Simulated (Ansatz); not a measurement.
We consider anatase TiO₂ (metastable phase), described by r²SCAN (Ansatz, a first-principles code, plane waves, PAW).

Numerical settings: plane-wave cutoff 560 eV, 12×12×12 k mesh, Fermi–Dirac smearing 0.01 eV, no spin polarisation, scalar-relativistic PAW data made under PBE.

The cell is scaled about its equilibrium volume:

Shape and atoms are relaxed at each volume.

```tsv
V (Å³/atom)	P (GPa)	direct gap at Γ (eV)	smallest gap on the k mesh (eV)	c (Å)
10.942	8.13	3.079	2.493	9.311
11.170	3.94	3.044	2.518	9.453
11.398	0.01	3.003	2.532	9.583
11.625	-3.66	2.958	2.537	9.704
11.853	-7.05	2.909	2.534	9.816
```

The fundamental gap (2.53 eV at the equilibrium volume, with added k points) lies elsewhere than Γ–Γ.

Measured, for comparison: band gap 3.42 eV (low temperature, no zero-point or thermal correction, gap of extended states, from the Urbach tail; as tabulated in Kang and Hybertsen (2010), arXiv:1006.4085).
